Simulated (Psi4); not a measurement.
# SiH (SMILES [SiH]): UPBE0/def2-TZVPPD

Aim: the vertical doublet–quartet gap of SiH at UPBE0/def2-TZVPPD, from 2 runs. 

Program for the calculation: Psi4 1.11.

7 further runs of the same task are left out: 7 that didn't finish.

## Step 1: The system as given

SiH has 2 atoms, charge 0, and is taken as a doublet. SMILES: `[SiH]`. Geometry: relaxed at PBE0-D4/def2-TZVP.

Bond lengths: Si1–H2 1.532 Å.

## Step 2: A single-point energy at UPBE0/def2-TZVPPD

run.py

```python
import psi4

psi4.set_memory('1600 MB')
psi4.set_num_threads(1)
psi4.set_output_file('psi4.out', False)

mol = psi4.geometry("""
0 2
Si     0.00000000     0.00000000    -0.01432412
H      0.00000000     0.00000000     2.88020718
units au
symmetry c1
no_reorient
no_com
""")

psi4.set_options({
    'basis': 'def2-TZVPPD',
    'reference': 'uks',
    'puream': True,
    'e_convergence': 1e-09,
    'd_convergence': 1e-08,
    'scf_type': 'pk',
    'dft_radial_points': 99,
    'dft_spherical_points': 590,
    'maxiter': 100,
})

E, wfn = psi4.energy('pbe0', return_wfn=True)
psi4.oeprop(wfn, 'MAYER_INDICES', 'LOWDIN_CHARGES', 'WIBERG_LOWDIN_INDICES', title='PBE0')
print('E =', round(E, 9))
```

Launch:

```bash
python run.py
```

psi4.out:

```text
Psi4 1.11 release

   => Loading Basis Set <=

    Name: DEF2-TZVPPD
    Role: ORBITAL
    Keyword: BASIS

         ---------------------------------------------------------
                                   SCF
                              UKS Reference
                        1 Threads,   1525 MiB Core
         ---------------------------------------------------------

  ==> Geometry <==

    Molecular point group: c1
    Full point group: C_inf_v

    Geometry (in Bohr), charge = 0, multiplicity = 2:

       Center              X                  Y                   Z               Mass
    ------------   -----------------  -----------------  -----------------  -----------------
         SI           0.000000000000     0.000000000000    -0.014324120000    27.976926534650
         H            0.000000000000     0.000000000000     2.880207180000     1.007825032230

  Running in c1 symmetry.

  Rotational constants: A = ************  B =      7.19554  C =      7.19554 [cm^-1]
  Rotational constants: A = ************  B = 215716.94014  C = 215716.94014 [MHz]
  Nuclear repulsion =    4.836707068947570

  Charge       = 0
  Multiplicity = 2
  Electrons    = 15
  Nalpha       = 8
  Nbeta        = 7

  ==> Algorithm <==

  SCF Algorithm Type is PK.
  DIIS enabled.
  MOM disabled.
  Fractional occupation disabled.
  Guess Type is SAD.
  Energy threshold   = 1.00e-09
  Density threshold  = 1.00e-08
  Integral threshold = 1.00e-12

  ==> Primary Basis <==

  Basis Set: DEF2-TZVPPD
    Blend: DEF2-TZVPPD
    Number of shells: 23
    Number of basis functions: 65
    Number of Cartesian functions: 73
    Spherical Harmonics?: true
    Max angular momentum: 3

  ==> DFT Potential <==

   => LibXC <=

    Version 7.1.2

   => Composite Functional: PBE0 <=

    PBE0 Hyb-GGA Exchange-Correlation Functional

    Deriv               =              1
    GGA                 =           TRUE
    Meta                =          FALSE

    Exchange Hybrid     =           TRUE
    MP2 Hybrid          =          FALSE

   => Exchange Functionals <=

    0.7500   Perdew, Burke & Ernzerhof

   => Exact (HF) Exchange <=

    0.2500               HF

   => Correlation Functionals <=

    1.0000   Perdew, Burke & Ernzerhof

   => LibXC Density Thresholds  <==

    XC_HYB_GGA_XC_PBEH:  1.00E-15

   => Molecular Quadrature <=

    Radial Scheme          =       TREUTLER
    Pruning Scheme         =           NONE
    Nuclear Scheme         =       TREUTLER

    Blocking Scheme        =         OCTREE
    BS radius alpha        =              1
    Pruning alpha          =              1
    Radial Points          =             99
    Spherical Points       =            590
    Total Points           =         113077
    Total Blocks           =            926
    Max Points             =            256
    Max Functions          =             65
    Weights Tolerance      =       1.00E-15

  ==> Integral Setup <==

  Using in-core PK algorithm.
   Calculation information:
      Number of atoms:                   2
      Number of AO shells:              23
      Number of primitives:             38
      Number of atomic orbitals:        73
      Number of basis functions:        65

      Integral cutoff                 1.00e-12
      Number of threads:                 1

  Performing in-core PK
  Using 4603170 doubles for integral storage.
  We computed 38226 shell quartets total.
  Whereas there are 38226 unique shell quartets.

  ==> DiskJK: Disk-Based J/K Matrices <==

    J tasked:                  Yes
    K tasked:                  Yes
    wK tasked:                  No
    Memory [MiB]:              946
    Schwarz Cutoff:          1E-12

  Cached 100.0% of DFT collocation blocks in 0.194 [GiB].

  Minimum eigenvalue in the overlap matrix is 1.7489018317E-03.
  Reciprocal condition number of the overlap matrix is 3.9313463976E-04.
    Using symmetric orthogonalization.

  ==> Pre-Iterations <==

  SCF Guess: Superposition of Atomic Densities via on-the-fly atomic UHF (no occupation information).

   -------------------------
    Irrep   Nso     Nmo
   -------------------------
     A         65      65
   -------------------------
    Total      65      65
   -------------------------

  ==> Iterations <==

                        Total Energy        Delta E     RMS |[F,P]|

   @UKS iter SAD:  -289.46833205900936   -2.89468e+02   0.00000e+00
   @UKS iter   1:  -289.84545483624203   -3.77123e-01   3.96130e-03 DIIS/ADIIS
   @UKS iter   2:  -289.86113754159942   -1.56827e-02   2.01509e-03 DIIS/ADIIS
   @UKS iter   3:  -289.86443313811691   -3.29560e-03   1.00101e-04 DIIS/ADIIS
   @UKS iter   4:  -289.86447904202083   -4.59039e-05   2.70727e-05 DIIS
   @UKS iter   5:  -289.86448468267020   -5.64065e-06   4.80199e-06 DIIS
   @UKS iter   6:  -289.86448492583116   -2.43161e-07   2.19410e-06 DIIS
   @UKS iter   7:  -289.86448495858372   -3.27526e-08   9.79248e-07 DIIS
   @UKS iter   8:  -289.86448496925374   -1.06700e-08   2.19350e-07 DIIS
   @UKS iter   9:  -289.86448496984019   -5.86454e-10   3.61889e-08 DIIS
   @UKS iter  10:  -289.86448496984661   -6.42331e-12   7.72017e-09 DIIS
  Energy and wave function converged.

  ==> Post-Iterations <==

   Electrons on quadrature grid:
      Nalpha   =    7.9999999985 ; deviation = -1.506e-09
      Nbeta    =    6.9999999981 ; deviation = -1.934e-09
      Ntotal   =   14.9999999966 ; deviation = -3.440e-09

   @Spin Contamination Metric:   7.599868927E-03
   @S^2 Expected:                7.500000000E-01
   @S^2 Observed:                7.575998689E-01
   @S   Expected:                5.000000000E-01
   @S   Observed:                5.000000000E-01

    Orbital Energies [Eh]
    ---------------------

    Alpha Occupied:

       1A    -66.285222     2A     -5.360066     3A     -3.697586
       4A     -3.695024     5A     -3.687896     6A     -0.503268
       7A     -0.289715     8A     -0.203385

    Alpha Virtual:

       9A     -0.120030    10A      0.019093    11A      0.043435
      12A      0.082799    13A      0.084565    14A      0.086800
      15A      0.088209    16A      0.107797    17A      0.177395
      18A      0.189890    19A      0.198323    20A      0.244377
      21A      0.246677    22A      0.305976    23A      0.309017
      24A      0.316987    25A      0.337588    26A      0.342378
      27A      0.372599    28A      0.463781    29A      0.595043
      30A      0.889865    31A      0.890421    32A      0.974278
      33A      0.986144    34A      0.988093    35A      0.990340
      36A      0.994869    37A      1.017831    38A      1.021534
      39A      1.043988    40A      1.044672    41A      1.189334
      42A      1.204513    43A      1.209180    44A      1.313740
      45A      1.315782    46A      1.438909    47A      1.633372
      48A      2.734139    49A      3.280183    50A      3.280461
      51A      3.505911    52A      3.509371    53A      3.696280
      54A      3.985988    55A      3.988368    56A      4.357965
      57A      4.359645    58A      4.402205    59A      4.484914
      60A      4.492042    61A      4.743309    62A      6.023066
      63A      6.026720    64A      6.475009    65A     10.399751

    Beta Occupied:

       1A    -66.281792     2A     -5.356407     3A     -3.695719
       4A     -3.686057     5A     -3.682086     6A     -0.474308
       7A     -0.277060

    Beta Virtual:

       8A     -0.107765     9A     -0.070640    10A      0.028425
      11A      0.057064    12A      0.090452    13A      0.101695
      14A      0.108251    15A      0.110071    16A      0.111918
      17A      0.185762    18A      0.206636    19A      0.231203
      20A      0.250817    21A      0.261978    22A      0.321894
      23A      0.345392    24A      0.346305    25A      0.350483
      26A      0.365858    27A      0.386992    28A      0.471108
      29A      0.604777    30A      0.892425    31A      0.910329
      32A      0.979507    33A      1.021268    34A      1.021814
      35A      1.033348    36A      1.033421    37A      1.045567
      38A      1.046598    39A      1.049868    40A      1.069141
      41A      1.206064    42A      1.216282    43A      1.247995
      44A      1.318138    45A      1.342157    46A      1.443774
      47A      1.636927    48A      2.734558    49A      3.281519
      50A      3.281560    51A      3.503659    52A      3.512642
      53A      3.694468    54A      3.983770    55A      3.989728
      56A      4.369104    57A      4.369540    58A      4.401526
      59A      4.485890    60A      4.504197    61A      4.750954
      62A      6.027196    63A      6.052343    64A      6.480327
      65A     10.407110

    Final Occupation by Irrep:
              A
    DOCC [     7 ]
    SOCC [     1 ]
    NA   [     8 ]
    NB   [     7 ]

  @UKS Final Energy:  -289.86448496984661

   => Energetics <=

    Nuclear Repulsion Energy =              4.8367070689475700
    One-Electron Energy =                -410.9565806624671609
    Two-Electron Energy =                 132.1606026445666657
    DFT Exchange-Correlation Energy =     -15.9052140208937267
    Empirical Dispersion Energy =           0.0000000000000000
    VV10 Nonlocal Energy =                  0.0000000000000000
    Total Energy =                       -289.8644849698466146

  UHF NO Occupations:
  HONO-2 :    6  A 1.9997801
  HONO-1 :    7  A 1.9964148
  HONO-0 :    8  A 1.0000000
  LUNO+0 :    9  A 0.0035852
  LUNO+1 :   10  A 0.0002199
  LUNO+2 :   11  A 0.0000008
  LUNO+3 :   12  A 0.0000002

Computation Completed

Properties will be evaluated at   0.000000,   0.000000,   0.000000 [a0]

Properties computed using the SCF density matrix

 Multipole Moments:

 ------------------------------------------------------------------------------------
     Multipole            Electronic (a.u.)      Nuclear  (a.u.)        Total (a.u.)
 ------------------------------------------------------------------------------------

 L = 1.  Multiply by 2.5417464519 to convert [e a0] to [Debye]
 Dipole X            :          0.0000000            0.0000000            0.0000000
 Dipole Y            :          0.0000000            0.0000000            0.0000000
 Dipole Z            :         -2.6284295            2.6796695            0.0512400
 Magnitude           :                                                    0.0512400

 ------------------------------------------------------------------------------------

	total time  =          6 seconds =       0.10 minutes

Properties will be evaluated at   0.000000,   0.000000,   0.000000 [a0]

Properties computed using the PBE0 density matrix

  Lowdin Charges: (a.u.)
   Center  Symbol    Alpha    Beta     Spin     Total
       1    SI     7.24788  6.34868  0.89920  0.40343
       2     H     0.75212  0.65132  0.10080 -0.40343

  Total alpha =  8.00000, Total beta =  7.00000, Total charge = -0.00000

  Mayer Bond Indices:

  Total Bond Index:
  Irrep: 1 Size: 2 x 2

                 1                   2

    1     0.00000000000000     0.98331265183157
    2     0.98331265183157     0.00000000000000

  Alpha Contribution:
  Irrep: 1 Size: 2 x 2

                 1                   2

    1     0.00000000000000     0.49958130045939
    2     0.49958130045939     0.00000000000000

  Beta Contribution:
  Irrep: 1 Size: 2 x 2

                 1                   2

    1     0.00000000000000     0.48373135137217
    2     0.48373135137217     0.00000000000000

  Atomic Valences:

 #  #
 Irrep: 1
      1:    0.983312651831567
      2:    0.983312651831567

  Wiberg Bond Indices using Orthogonal Lowdin Orbitals:

  Total Bond Index:
  Irrep: 1 Size: 2 x 2

                 1                   2

    1     0.00000000000000     1.62888477207007
    2     1.62888477207007     0.00000000000000

  Alpha Contribution:
  Irrep: 1 Size: 2 x 2

                 1                   2

    1     0.00000000000000     0.91204191246415
    2     0.91204191246415     0.00000000000000

  Beta Contribution:
  Irrep: 1 Size: 2 x 2

                 1                   2

    1     0.00000000000000     0.71684285960592
    2     0.71684285960592     0.00000000000000

  Atomic Valences:

 #  #
 Irrep: 1
      1:    1.628884772070066
      2:    1.628884772070066
```

On the terminal:

```text
E = -289.86448497
```

Run time: 7.8 s. Hardware: 1 thread of Intel Xeon Platinum 8488C (Sapphire Rapids), shared host; peak memory 0.45 GiB.

(Part 1 of 2 ends here.)
